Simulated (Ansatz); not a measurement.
From input file to script: C3H6F2S (charge +1), SMILES CC([SH+])C(F)F in Ansatz 0.2.0.

```yaml
crystal:
  periodic: [false, false, false]
  atoms:
    - { symbol: C, position_ang: [-0.9825, -0.8279, 0.1197] }
    - { symbol: C, position_ang: [0.0737, 0.2617, 0.3146] }
    - { symbol: S, position_ang: [-0.6085, 1.8852, -0.1672] }
    - { symbol: C, position_ang: [1.3392, -0.0429, -0.4945] }
    - { symbol: F, position_ang: [2.3059, 0.9127, -0.2364] }
    - { symbol: F, position_ang: [1.0627, -0.0539, -1.851] }
    - { symbol: H, position_ang: [-0.5745, -1.8162, 0.4211] }
    - { symbol: H, position_ang: [-1.3033, -0.8779, -0.9428] }
    - { symbol: H, position_ang: [-1.8707, -0.6131, 0.7509] }
    - { symbol: H, position_ang: [0.3455, 0.3026, 1.3919] }
    - { symbol: H, position_ang: [-1.5312, 1.9053, 0.8965] }
    - { symbol: H, position_ang: [1.7437, -1.0357, -0.2028] }
basis:
  gaussian: { orbitals: cc-pVDZ }
hamiltonian:
  xc: { name: wB97X-V }
magnetization:
  spin_polarized: true
  initial_magnetization: 1.0
total_charge: 1.0
output:
  forces: true
```

Launched from the shell:
```console
$ ansatz run input.yaml --threads 1 --pin off --max-ram 4096MiB --backend cpu --events-out ev --progress --plain --runs-dir out
Engine: ansatz 0.2.0, aarch64-unknown-linux-gnu
Functional definition: wB97X-V
  parameter omega = 0.3/bohr
  parameter cx = 0.167
  parameter cx1 = 0.603
  parameter cx2 = 1.194
  parameter css0 = 0.556
  parameter css1 = -0.257
  parameter cos0 = 1.219
  parameter cos1 = -1.850
  parameter b = 6.0
  parameter c = 0.01
  exchange = spin_sum(e_x_unif_sr(omega)*poly(b97_u_x, 1 - cx, cx1, cx2)) + cx*exact_x_sr(omega) + exact_x_lr(omega)
  correlation = spin_sum(e_c_pw_same_spin*poly(b97_u_same, css0, css1))
      + integral(e_c_pw_opposite_spin*poly(b97_u_opposite, cos0, cos1)) + vv10(b, c)
1102 factors; integrals over basis functions are off by at most 1.2e-3 eV
333 factors; integrals over basis functions are off by at most 8.8e-6 eV
mean field evaluation 1: about -19458.0033 eV, gradient 4.1e1 eV
mean field evaluation 2: about -19460.0026 eV, gradient 3.7e1 eV
mean field evaluation 4: about -19464.4993 eV, gradient 1.7e0 eV
mean field evaluation 8: about -19464.7275 eV, gradient 1.8e-1 eV
mean field evaluation 16: about -19464.7285 eV, gradient 1.6e-3 eV
mean field -19464.72846536 eV, -715.3155774351 hartree, gradient 4.7e-5 eV, S^2 0.753602; 0 other end points of the search recorded, 0 dependent functions left out
the calculation of the forces begins
reference -19464.72846399 eV, -715.3155773849 hartree; 29, 28 occupied and 89, 90 virtual orbitals, 1102 factors
Total energy: -19464.72846399 eV, -715.3155773849 hartree
Atom 0 at    -0.982500    -0.827900     0.119700 Å, force    -0.965585    -0.009523    -0.268425 eV/Å
Atom 1 at     0.073700     0.261700     0.314600 Å, force     0.619395    -0.378781    -0.051005 eV/Å
Atom 2 at    -0.608500     1.885200    -0.167200 Å, force    -0.416511    -0.335210     0.962039 eV/Å
Atom 3 at     1.339200    -0.042900    -0.494500 Å, force     0.958577     0.284538    -0.562791 eV/Å
Atom 4 at     2.305900     0.912700    -0.236400 Å, force    -1.104987    -0.640401    -0.382686 eV/Å
Atom 5 at     1.062700    -0.053900    -1.851000 Å, force     0.065465     0.299229     1.347935 eV/Å
Atom 6 at    -0.574500    -1.816200     0.421100 Å, force     0.023434     0.374837    -0.051209 eV/Å
Atom 7 at    -1.303300    -0.877900    -0.942800 Å, force     0.146096    -0.094445     0.323744 eV/Å
Atom 8 at    -1.870700    -0.613100     0.750900 Å, force     0.212072    -0.232837    -0.164597 eV/Å
Atom 9 at     0.345500     0.302600     1.391900 Å, force    -0.005845     0.324921    -0.205176 eV/Å
Atom 10 at    -1.531200     1.905300     0.896500 Å, force     0.579323     0.163209    -0.829789 eV/Å
Atom 11 at     1.743700    -1.035700    -0.202800 Å, force    -0.111432     0.244464    -0.118040 eV/Å
Dipole moment:    -1.057535     0.196388     0.809039 e Å
```

The script, `c3h6f2s.py`:
```python
'''Single point of C3H6F2S(+).'''

import ansatz as az
import numpy as np
import pandas as pd

geometry_ang = [
    ('C', (-0.9825, -0.8279, 0.1197)),
    ('C', (0.0737, 0.2617, 0.3146)),
    ('S', (-0.6085, 1.8852, -0.1672)),
    ('C', (1.3392, -0.0429, -0.4945)),
    ('F', (2.3059, 0.9127, -0.2364)),
    ('F', (1.0627, -0.0539, -1.851)),
    ('H', (-0.5745, -1.8162, 0.4211)),
    ('H', (-1.3033, -0.8779, -0.9428)),
    ('H', (-1.8707, -0.6131, 0.7509)),
    ('H', (0.3455, 0.3026, 1.3919)),
    ('H', (-1.5312, 1.9053, 0.8965)),
    ('H', (1.7437, -1.0357, -0.2028)),
]
geometry = az.Crystal.molecule()
for symbol, xyz in geometry_ang:
    geometry = geometry.atom(symbol, xyz)

job = (
    geometry.calculation()
    .basis(gaussian='cc-pVDZ')
    .functional(az.LibraryFunctional('wB97X-V'))
    .charge(1)
    .spin('collinear', total=1)
    .forces()
)
report = job.session().plan(threads=1).execute().report

print(f'E = {report["free_energy_ev"]:.6f} eV = {report["free_energy_ev"] / 27.211386246:.7f} Ha')
print('converged:', report['converged'], ' doubts:', report['published_state_doubts'] or 'none')

field = report['mean_field']
print('<S^2> =', round(abs(field['state']['spin_squared']), 4), ' all-electron relativity setting:', field['relativity'])
print('passes:', field['passes'])
if 'symmetry' in field:
    print('occupied orbitals by irrep:', field['symmetry']['occupied'])

symbols = [site.symbol for site in geometry.cartesian_sites]
forces = np.array(report['forces_ev_ang'])
print('largest force', round(float(np.linalg.norm(forces, axis=1).max()), 4), 'eV/A, rms', round(float(np.sqrt((forces ** 2).mean())), 4))

charges = report['charge_distribution']
table = pd.DataFrame({'atom': symbols, 'mulliken': charges['mulliken_charges_e'], 'lowdin': charges['lowdin_charges_e']})
print(table.round(3).to_string())
print('dipole (e A):', np.round(charges['dipole_moment_e_ang'], 4) + 0.0)
```

```console
$ python c3h6f2s.py
E = -19464.728464 eV = -715.3155774 Ha
converged: True  doubts: none
<S^2> = 0.7536  all-electron relativity setting: none
passes: {'evaluations': 20, 'products': 20}
occupied orbitals by irrep: [{'A': 29}, {'A': 28}]
largest force 1.3823 eV/A, rms 0.5121
   atom  mulliken  lowdin
0     C    -0.031   0.034
1     C    -0.372  -0.267
2     S     0.561   0.905
3     C     0.453  -0.257
4     F    -0.184   0.169
5     F    -0.183   0.170
6     H     0.121   0.055
7     H     0.103   0.034
8     H     0.081   0.033
9     H     0.151   0.057
10    H     0.208   0.049
11    H     0.092   0.017
dipole (e A): [-1.0575  0.1964  0.809 ]
```

Total energies depend on the basis set; only differences at equal settings carry meaning. The geometry is a force-field or estimated start, not a minimum of this method, and the basis set is short of its limit. The run takes the species as open-shell (spin multiplicity 2), which needn't be its ground state. The Löwdin charges here are taken after orthogonalising the functions within each atom; they differ from plain Löwdin charges, and their signs can be unphysical. An ion's dipole depends on the origin; the program takes it about the centre of nuclear charge. Hardware and time: 38 s on 1 thread of Arm Neoverse V2, on a shared host, peak memory 0.65 GiB.

(Lines on the test bed's own set-up are left out of the output.)
